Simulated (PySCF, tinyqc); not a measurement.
Worked calculation (part 1 of 2): RHF in the sto-6g basis, for CH2, spin multiplicity 1. The lowest restricted solution is unstable here: a spin-polarised one lies 0.0401 hartree lower (PySCF). Computed by tinyqc, a small Python program that keeps every step (integrals from PySCF). Settings: charge = 0, multiplicity = 1, basis = sto-6g, energy threshold = 1e-08, iteration cap = 75, orthogonalisation = symmetric, start = atomic densities, DIIS depth = 4, method = RHF. Command: `OMP_NUM_THREADS=1 python tinyqc.py 28028 28029 out.jsonl` (the two numbers bound the seeds that draw the settings). One thread of a shared host (Intel(R) Xeon(R) Processor @ 2.60GHz), about 0.2 s of CPU time with the checks. Later iterations appear only in the table of the cycle.

## One-electron integrals

Geometry (angstrom):
```
atom       x        y       z
C     0.0000   0.0000  0.0000
H     0.0000   1.2350  0.5530
H     0.0000  -1.2350  0.5530
```

Basis sto-6g: exponents (1/bohr^2) and contraction coefficients of normalised primitives:
```
element  l (shell)  exponent  coefficient
C            s (1)  742.7370       0.0092
C            s (1)  136.1800       0.0494
C            s (1)   38.0983       0.1685
C            s (1)   13.0878       0.3706
C            s (1)    5.0824       0.4165
C            s (1)    2.0932       0.1303
C            s (2)   30.4972      -0.0133
C            s (2)    6.0362      -0.0470
C            s (2)    1.8760      -0.0338
C            s (2)    0.7218       0.2502
C            s (2)    0.3135       0.5951
C            s (2)    0.1437       0.2407
C            p (3)   30.4972       0.0038
C            p (3)    6.0362       0.0377
C            p (3)    1.8760       0.1739
C            p (3)    0.7218       0.4180
C            p (3)    0.3135       0.4259
C            p (3)    0.1437       0.1017
H            s (1)   35.5232       0.0092
H            s (1)    6.5131       0.0494
H            s (1)    1.8221       0.1685
H            s (1)    0.6260       0.3706
H            s (1)    0.2431       0.4165
H            s (1)    0.1001       0.1303
```

Overlap, kinetic and nuclear-attraction integrals over the contracted functions; the nuclear repulsion is the sum of Za Zb / Rab.

nuclear repulsion = 4.907065 hartree

overlap S:
```
         1C 1s   1C 2s  1C 2px   1C 2py  1C 2pz   2H 1s    3H 1s
1C 1s   1.0000  0.2432  0.0000   0.0000  0.0000  0.0354   0.0354
1C 2s   0.2432  1.0000  0.0000   0.0000  0.0000  0.3523   0.3523
1C 2px  0.0000  0.0000  1.0000   0.0000  0.0000  0.0000   0.0000
1C 2py  0.0000  0.0000  0.0000   1.0000  0.0000  0.3363  -0.3363
1C 2pz  0.0000  0.0000  0.0000   0.0000  1.0000  0.1506   0.1506
2H 1s   0.0354  0.3523  0.0000   0.3363  0.1506  1.0000   0.0550
3H 1s   0.0354  0.3523  0.0000  -0.3363  0.1506  0.0550   1.0000
```

kinetic energy T (hartree):
```
          1C 1s    1C 2s  1C 2px   1C 2py  1C 2pz    2H 1s    3H 1s
1C 1s   16.0686  -0.4928  0.0000   0.0000  0.0000  -0.0091  -0.0091
1C 2s   -0.4928   0.4924  0.0000   0.0000  0.0000   0.0391   0.0391
1C 2px   0.0000   0.0000  1.4792   0.0000  0.0000   0.0000   0.0000
1C 2py   0.0000   0.0000  0.0000   1.4792  0.0000   0.1213  -0.1213
1C 2pz   0.0000   0.0000  0.0000   0.0000  1.4792   0.0543   0.0543
2H 1s   -0.0091   0.0391  0.0000   0.1213  0.0543   0.7685  -0.0103
3H 1s   -0.0091   0.0391  0.0000  -0.1213  0.0543  -0.0103   0.7685
```

nuclear attraction V (hartree):
```
           1C 1s    1C 2s   1C 2px   1C 2py   1C 2pz    2H 1s    3H 1s
1C 1s   -34.7901  -3.8087   0.0000   0.0000  -0.0095  -0.6214  -0.6214
1C 2s    -3.8087  -5.9358   0.0000   0.0000  -0.1001  -1.6562  -1.6562
1C 2px    0.0000   0.0000  -5.8820   0.0000   0.0000   0.0000   0.0000
1C 2py    0.0000   0.0000   0.0000  -6.0158   0.0000  -1.4594   1.4594
1C 2pz   -0.0095  -0.1001   0.0000   0.0000  -5.9089  -0.6684  -0.6684
2H 1s    -0.6214  -1.6562   0.0000  -1.4594  -0.6684  -3.7830  -0.2363
3H 1s    -0.6214  -1.6562   0.0000   1.4594  -0.6684  -0.2363  -3.7830
```

core Hamiltonian H = T + V (hartree):
```
           1C 1s    1C 2s   1C 2px   1C 2py   1C 2pz    2H 1s    3H 1s
1C 1s   -18.7215  -4.3015   0.0000   0.0000  -0.0095  -0.6304  -0.6304
1C 2s    -4.3015  -5.4434   0.0000   0.0000  -0.1001  -1.6171  -1.6171
1C 2px    0.0000   0.0000  -4.4028   0.0000   0.0000   0.0000   0.0000
1C 2py    0.0000   0.0000   0.0000  -4.5365   0.0000  -1.3381   1.3381
1C 2pz   -0.0095  -0.1001   0.0000   0.0000  -4.4296  -0.6141  -0.6141
2H 1s    -0.6304  -1.6171   0.0000  -1.3381  -0.6141  -3.0144  -0.2466
3H 1s    -0.6304  -1.6171   0.0000   1.3381  -0.6141  -0.2466  -3.0144
```

## Two-electron integrals

Functions are numbered as in S; the eight-fold symmetry (ij|kl) = (ji|kl) = (kl|ij) leaves the list below.

Two-electron integrals (ij|kl) in chemists' order, unique and non-zero (hartree):
```
(11|11) 3.5437      (21|11) 0.5295      (21|21) 0.1003      (22|11) 0.8536
(22|21) 0.1999      (22|22) 0.6248      (31|31) 0.0213      (32|31) 0.0319
(32|32) 0.1381      (33|11) 0.8536      (33|21) 0.1999      (33|22) 0.6248
(33|33) 0.6732      (41|41) 0.0213      (42|41) 0.0319      (42|42) 0.1381
(43|43) 0.0363      (44|11) 0.8536      (44|21) 0.1999      (44|22) 0.6248
(44|33) 0.6007      (44|44) 0.6732      (51|51) 0.0213      (52|51) 0.0319
(52|52) 0.1381      (53|53) 0.0363      (54|54) 0.0363      (55|11) 0.8536
(55|21) 0.1999      (55|22) 0.6248      (55|33) 0.6007      (55|44) 0.6007
(55|55) 0.6732      (61|11) 0.0808      (61|21) 0.0148      (61|22) 0.0290
(61|33) 0.0289      (61|41) 0.0009      (61|42) 0.0017      (61|44) 0.0292
(61|51) 3.96e-04    (61|52) 0.0008      (61|54) 1.21e-04    (61|55) 0.0289
(61|61) 0.0022      (62|11) 0.2167      (62|21) 0.0516      (62|22) 0.1807
(62|33) 0.1762      (62|41) 0.0048      (62|42) 0.0335      (62|44) 0.1874
(62|51) 0.0021      (62|52) 0.0150      (62|54) 0.0050      (62|55) 0.1784
(62|61) 0.0079      (62|62) 0.0728      (63|31) 0.0052      (63|32) 0.0275
(63|43) 0.0063      (63|53) 0.0028      (63|63) 0.0082      (64|11) 0.1797
(64|21) 0.0434      (64|22) 0.1605      (64|33) 0.1526      (64|41) 0.0086
(64|42) 0.0544      (64|44) 0.1743      (64|51) 0.0015      (64|52) 0.0120
(64|54) 0.0069      (64|55) 0.1544      (64|61) 0.0069      (64|62) 0.0765
(64|64) 0.0871      (65|11) 0.0805      (65|21) 0.0194      (65|22) 0.0718
(65|33) 0.0683      (65|41) 0.0015      (65|42) 0.0120      (65|44) 0.0724
(65|51) 0.0059      (65|52) 0.0329      (65|54) 0.0081      (65|55) 0.0748
(65|61) 0.0031      (65|62) 0.0343      (65|64) 0.0353      (65|65) 0.0240
(66|11) 0.3880      (66|21) 0.0942      (66|22) 0.3755      (66|33) 0.3568
(66|41) 0.0099      (66|42) 0.0954      (66|44) 0.4034      (66|51) 0.0044
(66|52) 0.0427      (66|54) 0.0209      (66|55) 0.3662      (66|61) 0.0145
(66|62) 0.2011      (66|64) 0.2323      (66|65) 0.1040      (66|66) 0.7750
(71|11) 0.0808      (71|21) 0.0148      (71|22) 0.0290      (71|33) 0.0289
(71|41) -0.0009     (71|42) -0.0017     (71|44) 0.0292      (71|51) 3.96e-04
(71|52) 0.0008      (71|54) -1.21e-04   (71|55) 0.0289      (71|61) 0.0022
(71|62) 0.0073      (71|64) 0.0059      (71|65) 0.0029      (71|66) 0.0132
(71|71) 0.0022      (72|11) 0.2167      (72|21) 0.0516      (72|22) 0.1807
(72|33) 0.1762      (72|41) -0.0048     (72|42) -0.0335     (72|44) 0.1874
(72|51) 0.0021      (72|52) 0.0150      (72|54) -0.0050     (72|55) 0.1784
(72|61) 0.0073      (72|62) 0.0475      (72|64) 0.0372      (72|65) 0.0218
(72|66) 0.0985      (72|71) 0.0079      (72|72) 0.0728      (73|31) 0.0052
(73|32) 0.0275      (73|43) -0.0063     (73|53) 0.0028      (73|63) 0.0048
(73|73) 0.0082      (74|11) -0.1797     (74|21) -0.0434     (74|22) -0.1605
(74|33) -0.1526     (74|41) 0.0086      (74|42) 0.0544      (74|44) -0.1743
(74|51) -0.0015     (74|52) -0.0120     (74|54) 0.0069      (74|55) -0.1544
(74|61) -0.0059     (74|62) -0.0372     (74|64) -0.0253     (74|65) -0.0167
(74|66) -0.0746     (74|71) -0.0069     (74|72) -0.0765     (74|74) 0.0871
(75|11) 0.0805      (75|21) 0.0194      (75|22) 0.0718      (75|33) 0.0683
(75|41) -0.0015     (75|42) -0.0120     (75|44) 0.0724      (75|51) 0.0059
(75|52) 0.0329      (75|54) -0.0081     (75|55) 0.0748      (75|61) 0.0029
(75|62) 0.0218      (75|64) 0.0167      (75|65) 0.0146      (75|66) 0.0472
(75|71) 0.0031      (75|72) 0.0343      (75|74) -0.0353     (75|75) 0.0240
(76|11) 0.0306      (76|21) 0.0073      (76|22) 0.0262      (76|33) 0.0256
(76|44) 0.0265      (76|51) 0.0005      (76|52) 0.0038      (76|55) 0.0265
(76|61) 0.0011      (76|62) 0.0090      (76|64) 0.0083      (76|65) 0.0047
(76|66) 0.0227      (76|71) 0.0011      (76|72) 0.0090      (76|74) -0.0083
(76|75) 0.0047      (76|76) 0.0014      (77|11) 0.3880      (77|21) 0.0942
(77|22) 0.3755      (77|33) 0.3568      (77|41) -0.0099     (77|42) -0.0954
(77|44) 0.4034      (77|51) 0.0044      (77|52) 0.0427      (77|54) -0.0209
(77|55) 0.3662      (77|61) 0.0132      (77|62) 0.0985      (77|64) 0.0746
(77|65) 0.0472      (77|66) 0.2141      (77|71) 0.0145      (77|72) 0.2011
(77|74) -0.2323     (77|75) 0.1040      (77|76) 0.0227      (77|77) 0.7750
```

## Orthogonalisation

S = U s U^T; symmetric (Loewdin) form X = U s^(-1/2) U^T, so that X^T S X = 1.

eigenvalues of S: 0.4523  0.4960  0.8970  1.0000  1.0755  1.4489  1.6302

X:
```
          1C 1s    1C 2s  1C 2px   1C 2py   1C 2pz    2H 1s    3H 1s
1C 1s    1.0248  -0.1393  0.0000   0.0000  -0.0054   0.0191   0.0191
1C 2s   -0.1393   1.1419  0.0000   0.0000   0.0495  -0.2121  -0.2121
1C 2px   0.0000   0.0000  1.0000   0.0000   0.0000   0.0000   0.0000
1C 2py   0.0000   0.0000  0.0000   1.1083   0.0000  -0.2079   0.2079
1C 2pz  -0.0054   0.0495  0.0000   0.0000   1.0207  -0.0888  -0.0888
2H 1s    0.0191  -0.2121  0.0000  -0.2079  -0.0888   1.1226  -0.0198
3H 1s    0.0191  -0.2121  0.0000   0.2079  -0.0888  -0.0198   1.1226
```

## Starting guess

The start is atomic minimal-basis densities projected into this basis (PySCF's MINAO start) and scaled to the electron count of each spin; this density is not idempotent, so its energy is not variational and may lie below the converged one.

D at the start:
```
          1C 1s    1C 2s  1C 2px   1C 2py   1C 2pz    2H 1s    3H 1s
1C 1s    2.1378  -0.5043  0.0000   0.0000   0.0066  -0.0188  -0.0188
1C 2s   -0.5043   2.0819  0.0000   0.0000  -0.0269   0.0856   0.0856
1C 2px   0.0000   0.0000  0.6584   0.0000   0.0000   0.0000   0.0000
1C 2py   0.0000   0.0000  0.0000   0.5943   0.0000   0.0567  -0.0567
1C 2pz   0.0066  -0.0269  0.0000   0.0000   0.6459   0.0221   0.0221
2H 1s   -0.0188   0.0856  0.0000   0.0567   0.0221   0.9588   0.0171
3H 1s   -0.0188   0.0856  0.0000  -0.0567   0.0221   0.0171   0.9588
```

## Iteration 1: building the Fock matrix

J_ij = sum D_kl (ij|kl), K_ij = sum D_kl (ik|jl); F = H + J - 0.5 K; E = tr D H + tr D J / 2 - 0.25 tr D K + E_nn.

Coulomb J (hartree):
```
          1C 1s   1C 2s  1C 2px   1C 2py  1C 2pz   2H 1s    3H 1s
1C 1s   11.3005  2.0355  0.0000   0.0000  0.0087  0.3040   0.3040
1C 2s    2.0355  4.9337  0.0000   0.0000  0.0858  1.4522   1.4522
1C 2px   0.0000  0.0000  4.8961   0.0000  0.0000  0.0000   0.0000
1C 2py   0.0000  0.0000  0.0000   4.9900  0.0000  1.3062  -1.3062
1C 2pz   0.0087  0.0858  0.0000   0.0000  4.9149  0.5988   0.5988
2H 1s    0.3040  1.4522  0.0000   1.3062  0.5988  3.2659   0.2110
3H 1s    0.3040  1.4522  0.0000  -1.3062  0.5988  0.2110   3.2659
```

exchange K (hartree):
```
         1C 1s   1C 2s  1C 2px   1C 2py  1C 2pz   2H 1s    3H 1s
1C 1s   7.2945  1.1488  0.0000   0.0000  0.0077  0.1939   0.1939
1C 2s   1.1488  1.7840  0.0000   0.0000  0.0728  0.6923   0.6923
1C 2px  0.0000  0.0000  0.8157   0.0000  0.0000  0.0000   0.0000
1C 2py  0.0000  0.0000  0.0000   0.9726  0.0000  0.4344  -0.4344
1C 2pz  0.0077  0.0728  0.0000   0.0000  0.8471  0.2048   0.2048
2H 1s   0.1939  0.6923  0.0000   0.4344  0.2048  1.0301   0.1525
3H 1s   0.1939  0.6923  0.0000  -0.4344  0.2048  0.1525   1.0301
```

Fock matrix F (hartree):
```
           1C 1s    1C 2s  1C 2px   1C 2py   1C 2pz    2H 1s    3H 1s
1C 1s   -11.0683  -2.8404  0.0000   0.0000  -0.0047  -0.4234  -0.4234
1C 2s    -2.8404  -1.4017  0.0000   0.0000  -0.0508  -0.5110  -0.5110
1C 2px    0.0000   0.0000  0.0854   0.0000   0.0000   0.0000   0.0000
1C 2py    0.0000   0.0000  0.0000  -0.0329   0.0000  -0.2491   0.2491
1C 2pz   -0.0047  -0.0508  0.0000   0.0000   0.0617  -0.1177  -0.1177
2H 1s    -0.4234  -0.5110  0.0000  -0.2491  -0.1177  -0.2636  -0.1119
3H 1s    -0.4234  -0.5110  0.0000   0.2491  -0.1177  -0.1119  -0.2636
```

total energy of this density = -38.330319 hartree

This density is the starting one; it is not idempotent, so its energy is not variational and may lie below the converged one.

## Iteration 1: diagonalisation and new density

Diagonalise F' = X^T F X, C = X C', fill 4 alpha and 4 beta electrons from the bottom; D = 2 C_occ C_occ^T. Each column has its largest component positive (the first on a tie).

F' = X^T F X (hartree):
```
          1        2       3        4        5        6        7
1  -10.8691  -1.4395  0.0000   0.0000  -0.0135  -0.0367  -0.0367
2   -1.4395  -0.7284  0.0000   0.0000   0.0348  -0.3157  -0.3157
3    0.0000   0.0000  0.0854   0.0000   0.0000   0.0000   0.0000
4    0.0000   0.0000  0.0000   0.1761   0.0000  -0.2933   0.2933
5   -0.0135   0.0348  0.0000   0.0000   0.1019  -0.1253  -0.1253
6   -0.0367  -0.3157  0.0000  -0.2933  -0.1253  -0.0116  -0.0475
7   -0.0367  -0.3157  0.0000   0.2933  -0.1253  -0.0475  -0.0116
```

orbital energies (hartree): MO1 -11.0706, MO2 -0.7916, MO3 -0.3146, MO4 -0.0232, MO5 0.0854, MO6 0.3307, MO7 0.5267

coefficients C:
```
            MO1      MO2      MO3      MO4     MO5      MO6      MO7
1C 1s    0.9959  -0.2296   0.0000   0.1046  0.0000  -0.1220   0.0000
1C 2s    0.0169   0.8255   0.0000  -0.5238  0.0000   0.6780   0.0000
1C 2px   0.0000   0.0000   0.0000   0.0000  1.0000   0.0000   0.0000
1C 2py   0.0000   0.0000   0.4908   0.0000  0.0000   0.0000   1.0363
1C 2pz   0.0012   0.0471   0.0000   0.7318  0.0000   0.7227   0.0000
2H 1s   -0.0024   0.2193   0.4827   0.3863  0.0000  -0.6811  -0.6802
3H 1s   -0.0024   0.2193  -0.4827   0.3863  0.0000  -0.6811   0.6802
```

D after iteration 1:
```
          1C 1s    1C 2s  1C 2px   1C 2py   1C 2pz    2H 1s    3H 1s
1C 1s    2.1111  -0.4549  0.0000   0.0000   0.1338  -0.0248  -0.0248
1C 2s   -0.4549   1.9123  0.0000   0.0000  -0.6889  -0.0426  -0.0426
1C 2px   0.0000   0.0000  0.0000   0.0000   0.0000   0.0000   0.0000
1C 2py   0.0000   0.0000  0.0000   0.4818   0.0000   0.4738  -0.4738
1C 2pz   0.1338  -0.6889  0.0000   0.0000   1.0755   0.5861   0.5861
2H 1s   -0.0248  -0.0426  0.0000   0.4738   0.5861   0.8607  -0.0713
3H 1s   -0.0248  -0.0426  0.0000  -0.4738   0.5861  -0.0713   0.8607
```

## Iteration 2: building the Fock matrix

As before.

Coulomb J (hartree):
```
          1C 1s    1C 2s  1C 2px   1C 2py   1C 2pz   2H 1s    3H 1s
1C 1s   11.1090   1.9987  0.0000   0.0000  -0.0144  0.2981   0.2981
1C 2s    1.9987   4.8696  0.0000   0.0000  -0.0114  1.4372   1.4372
1C 2px   0.0000   0.0000  4.7777   0.0000   0.0000  0.0000   0.0000
1C 2py   0.0000   0.0000  0.0000   4.9412   0.0000  1.3008  -1.3008
1C 2pz  -0.0144  -0.0114  0.0000   0.0000   4.8899  0.5803   0.5803
2H 1s    0.2981   1.4372  0.0000   1.3008   0.5803  3.2712   0.2081
3H 1s    0.2981   1.4372  0.0000  -1.3008   0.5803  0.2081   3.2712
```

exchange K (hartree):
```
          1C 1s    1C 2s  1C 2px   1C 2py   1C 2pz   2H 1s    3H 1s
1C 1s    7.2201   1.1195  0.0000   0.0000  -0.0011  0.1791   0.1791
1C 2s    1.1195   1.6211  0.0000   0.0000  -0.1832  0.6165   0.6165
1C 2px   0.0000   0.0000  0.3634   0.0000   0.0000  0.0000   0.0000
1C 2py   0.0000   0.0000  0.0000   1.1332   0.0000  0.5905  -0.5905
1C 2pz  -0.0011  -0.1832  0.0000   0.0000   1.2455  0.3277   0.3277
2H 1s    0.1791   0.6165  0.0000   0.5905   0.3277  1.1441   0.0750
3H 1s    0.1791   0.6165  0.0000  -0.5905   0.3277  0.0750   1.1441
```

Fock matrix F (hartree):
```
           1C 1s    1C 2s  1C 2px   1C 2py   1C 2pz    2H 1s    3H 1s
1C 1s   -11.2225  -2.8625  0.0000   0.0000  -0.0233  -0.4218  -0.4218
1C 2s    -2.8625  -1.3843  0.0000   0.0000  -0.0199  -0.4882  -0.4882
1C 2px    0.0000   0.0000  0.1931   0.0000   0.0000   0.0000   0.0000
1C 2py    0.0000   0.0000  0.0000  -0.1619   0.0000  -0.3326   0.3326
1C 2pz   -0.0233  -0.0199  0.0000   0.0000  -0.1625  -0.1977  -0.1977
2H 1s    -0.4218  -0.4882  0.0000  -0.3326  -0.1977  -0.3153  -0.0760
3H 1s    -0.4218  -0.4882  0.0000   0.3326  -0.1977  -0.0760  -0.3153
```

total energy of this density = -38.638979 hartree

## Iteration 2: DIIS over 2 matrices

error matrix X^T (FDS - SDF) X:
```
         1       2       3        4        5        6        7
1   0.0000  0.0086  0.0000   0.0000   0.0190  -0.0106  -0.0106
2  -0.0086  0.0000  0.0000   0.0000  -0.0428  -0.0056  -0.0056
3   0.0000  0.0000  0.0000   0.0000   0.0000   0.0000   0.0000
4   0.0000  0.0000  0.0000   0.0000   0.0000  -0.0507   0.0507
5  -0.0190  0.0428  0.0000   0.0000   0.0000  -0.0651  -0.0651
6   0.0106  0.0056  0.0000   0.0507   0.0651   0.0000   0.0000
7   0.0106  0.0056  0.0000  -0.0507   0.0651   0.0000   0.0000
```

B (overlaps of the stored error matrices):
```
               1              2
1  1.0964564e+00  2.8071493e-02
2  2.8071493e-02  3.2315527e-02
```

Minimise |sum c_i e_i|^2 with sum c_i = 1: solve [B -1; -1 0][c; lambda] = [0; -1] with B_ij = tr e_i^T e_j, and take F = sum c_i F_i.

DIIS coefficients: 0.0040  0.9960

extrapolated F (hartree):
```
           1C 1s    1C 2s  1C 2px   1C 2py   1C 2pz    2H 1s    3H 1s
1C 1s   -11.2219  -2.8624  0.0000   0.0000  -0.0232  -0.4218  -0.4218
1C 2s    -2.8624  -1.3844  0.0000   0.0000  -0.0200  -0.4883  -0.4883
1C 2px    0.0000   0.0000  0.1927   0.0000   0.0000   0.0000   0.0000
1C 2py    0.0000   0.0000  0.0000  -0.1614   0.0000  -0.3322   0.3322
1C 2pz   -0.0232  -0.0200  0.0000   0.0000  -0.1616  -0.1974  -0.1974
2H 1s    -0.4218  -0.4883  0.0000  -0.3322  -0.1974  -0.3151  -0.0761
3H 1s    -0.4218  -0.4883  0.0000   0.3322  -0.1974  -0.0761  -0.3151
```

## Iteration 2: diagonalisation and new density

As before.

F' = X^T F X (hartree):
```
          1        2       3        4        5        6        7
1  -11.0237  -1.4463  0.0000   0.0000  -0.0392  -0.0339  -0.0339
2   -1.4463  -0.7185  0.0000   0.0000   0.0927  -0.2966  -0.2966
3    0.0000   0.0000  0.1927   0.0000   0.0000   0.0000   0.0000
4    0.0000   0.0000  0.0000   0.0873   0.0000  -0.3554   0.3554
5   -0.0392   0.0927  0.0000   0.0000  -0.0991  -0.1998  -0.1998
6   -0.0339  -0.2966  0.0000  -0.3554  -0.1998  -0.0388  -0.0287
7   -0.0339  -0.2966  0.0000   0.3554  -0.1998  -0.0287  -0.0388
```

orbital energies (hartree): MO1 -11.2239, MO2 -0.7665, MO3 -0.4664, MO4 -0.2800, MO5 0.1927, MO6 0.3615, MO7 0.5436

coefficients C:
```
            MO1      MO2      MO3      MO4     MO5      MO6      MO7
1C 1s    0.9964  -0.2251   0.0000   0.1014  0.0000  -0.1294   0.0000
1C 2s    0.0155   0.8119   0.0000  -0.4991  0.0000   0.7122   0.0000
1C 2px   0.0000   0.0000   0.0000   0.0000  1.0000   0.0000   0.0000
1C 2py   0.0000   0.0000   0.5272   0.0000  0.0000   0.0000   1.0183
1C 2pz   0.0029   0.0798   0.0000   0.7839  0.0000   0.6627   0.0000
2H 1s   -0.0029   0.2272   0.4583   0.3235  0.0000  -0.7106  -0.6969
3H 1s   -0.0029   0.2272  -0.4583   0.3235  0.0000  -0.7106   0.6969
```

D after iteration 2:
```
          1C 1s    1C 2s  1C 2px   1C 2py   1C 2pz    2H 1s    3H 1s
1C 1s    2.1074  -0.4361  0.0000   0.0000   0.1289  -0.0425  -0.0425
1C 2s   -0.4361   1.8172  0.0000   0.0000  -0.6529   0.0460   0.0460
1C 2px   0.0000   0.0000  0.0000   0.0000   0.0000   0.0000   0.0000
1C 2py   0.0000   0.0000  0.0000   0.5558   0.0000   0.4832  -0.4832
1C 2pz   0.1289  -0.6529  0.0000   0.0000   1.2418   0.5434   0.5434
2H 1s   -0.0425   0.0460  0.0000   0.4832   0.5434   0.7327  -0.1075
3H 1s   -0.0425   0.0460  0.0000  -0.4832   0.5434  -0.1075   0.7327
```
